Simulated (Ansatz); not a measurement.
```yaml
crystal:
  periodic: [false, false, false]
  atoms:
    - {symbol: Zn, position_ang: [0.000000, 0.000000, 0.000000]}
    - {symbol: Cl, position_ang: [0.000000, 0.000000, 2.240000]}
basis:
  gaussian: {orbitals: def2-TZVP}
magnetization: {spin_polarized: true, initial_magnetization: 3}
hamiltonian: {xc: pbe0}
relax: {f_tol: 0.004, max_steps: 80}
```

```sh
$ ansatz run in.yaml --threads 1 --pin off --events-out ev --progress --plain --max-ram 2176MiB
```

Steps of the relaxation (energy above the last step; positions in Å, forces in eV/Å):

```
2
step 1, 302.3 meV
Zn    0.000    0.000    0.000    0.000    0.000   -1.841
Cl    0.000    0.000    2.240    0.000    0.000    1.841
```

```
2
step 2, 139.4 meV
Zn    0.000    0.000   -0.058    0.000    0.000   -1.038
Cl    0.000    0.000    2.298    0.000    0.000    1.038
```

```
2
step 3, 13.0 meV
Zn    0.000    0.000   -0.169    0.000    0.000   -0.222
Cl    0.000    0.000    2.409    0.000    0.000    0.222
```

```
2
step 5, 0.2 meV
Zn    0.000    0.000   -0.226    0.000    0.000   -0.020
Cl    0.000    0.000    2.466    0.000    0.000    0.020
```

```
2
step 6, 0.0 meV
Zn    0.000    0.000   -0.233    0.000    0.000   -0.001
Cl    0.000    0.000    2.473    0.000    0.000    0.001
```

Close pairs at the end: Zn1–Cl2 2.706 Å.

A stationary point of unrestricted PBE0 after 6 steps, with ⟨S²⟩ = 3.756 against 3.75 for a pure state. 52 s on 1 thread of Intel Xeon Platinum 8259CL, shared host.
